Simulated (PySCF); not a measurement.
# Spin states of NO

Unrestricted PBE0; PySCF, no relativity, basis sets N def2-TZVP, O def2-TZVP. Outer shells of the fragments: N 2s2 2p3; O 2s2 2p4.

Followed along the bond (rough minima from three points):

```csv
2Ms+1,unpaired,⟨S²⟩ at the start,R at minimum (Å),Te (eV)
2,π ↑,0.76,1.14,0.00
4,π ↑↑↑,3.76,none in the scan,≤ 4.55
```

Solutions found at the starting distance of 1.255 Å, counted from the lowest of them; the search is not exhaustive and high or unbound solutions are not listed, so other states can lie among these:

```
2Ms+1   unpaired  term  E (eV)  ⟨S²⟩  ⟨Lz²⟩  μ (D)
    2        π ↑    ²Π    0.00  0.76   1.01  -0.17
    4      π ↑↑↑    ⁴Π    4.44  3.76   1.00   0.78
    4  σ ↑, π ↑↑   ⁴Σ⁻    4.92  3.76   0.00  -0.87
```

A term symbol is given only where ⟨S²⟩ and ⟨Lz²⟩ are close to those of a pure state; real π, δ and φ orbitals otherwise mix terms. A positive dipole means N(−)O(+).

Counting both spins, an empty level lies below a filled one in some of these solutions, because spin and occupation are held.
